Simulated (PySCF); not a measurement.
Compound: nitrogen sulfide cation, NS (charge +1).
Z-matrix (Å and degrees, PBE0-D3(BJ)/def2-TZVP geometry), rows numbered from 1:
```
N 
S   1  1.4226
```

All values: wB97X-D/pcSseg-2 (PySCF, non-relativistic), on one gas-phase PBE0-D3(BJ)/def2-TZVP geometry that isn't relaxed in the solvent. The solvent is an IEF-PCM continuum (Bondi radii, 1.10 Å for H, scaled by 1.2). Only the electrostatic response of the medium enters.

Gas phase at wB97X-D/pcSseg-2: HOMO -21.74 eV, LUMO -10.02 eV.

Question: What does the continuum do to the energy and the frontier levels at wB97X-D/pcSseg-2 in chloroform?

Answer: 
| solvent | ε | E(solvent) − E(gas) (kcal/mol) | polarisation term (kcal/mol) | distortion of the solute (kcal/mol) | HOMO (eV) | LUMO (eV) |
| --- | --- | --- | --- | --- | --- | --- |
| chloroform | 4.711 | -59.24 | -59.64 | 0.40 | -16.98 | -5.14 |

Polarisation term: ½ Σ q·V over the induced surface charges. Distortion: the rise of the solute's own energy as its density leaves the gas-phase optimum.

Question: Which radius a makes Born's formula ΔE = −(q²/2a)(1 − 1/ε) give the value in chloroform?

Answer: a = q²(1 − 1/ε)/(2|ΔE|) = 2.21 Å, with q = +1 e and |ΔE| = 0.0944 Eh; the farthest nucleus lies 0.71 Å from the centroid of the nuclei. The formula assumes a point charge at the centre of a sphere.

wB97X-D is run here without its empirical dispersion term; that term would change no orbital, density or response property at a fixed geometry.
